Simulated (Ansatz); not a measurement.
**hcp against bcc along group 11 and 12**

Computed with Ansatz, DFT, PBEsol, plane waves (420 eV) with PAW, scalar-relativistic. (PAW data from PBE, frozen cores regenerated.)

Each structure is relaxed within its symmetry, in the lowest magnetic state of the tried starts. Differences under about 8 meV lie within the error of the k-point mesh.

```
element  E(hcp) − E(bcc) (meV/atom)  V(hcp) (Å³/atom)  V(bcc) (Å³/atom)       state of hcp       state of bcc
     Cu                         -29             11.33             11.35  spin not included  spin not included
     Ag                         -31             16.72             16.78  spin not included  spin not included
     Au                         -15             17.02             17.03  spin not included  spin not included
     Zn                         -94             14.15             14.30  spin not included  spin not included
     Cd                         -73             21.25             21.35  spin not included  spin not included
     Hg                          13             23.57             23.84  spin not included  spin not included
```
